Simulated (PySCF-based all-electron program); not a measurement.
Values are calculated unless marked as measured or tabulated.
**Bond force of PF, triplet**

Method: all-electron DFT (in-house code on PySCF), basis-limit composite values; the spin-free Dirac equation, no spin–orbit coupling, spin-unrestricted, lowest state found (another of this spin can lie close). Forces are good to about 0.004 eV/Å. A positive force pushes the atoms apart.

```json
{"r (Å)": "1.431", "PBE (eV/Å)": "8.883", "r2SCAN (eV/Å)": "?"}
{"r (Å)": "1.590", "PBE (eV/Å)": "0.765", "r2SCAN (eV/Å)": "0.170"}
{"r (Å)": "1.749", "PBE (eV/Å)": "-2.583", "r2SCAN (eV/Å)": "?"}
```

**Question.** Fill in the missing r2SCAN forces.

**Answer.** 1.431 Å: 8.201 eV/Å; 1.749 Å: -3.075 eV/Å.

**Question.** Between which listed lengths does the r2SCAN force vanish, and at which of the two is it smaller?

**Answer.** Between 1.590 and 1.749 Å. The force is smaller at 1.590 Å.
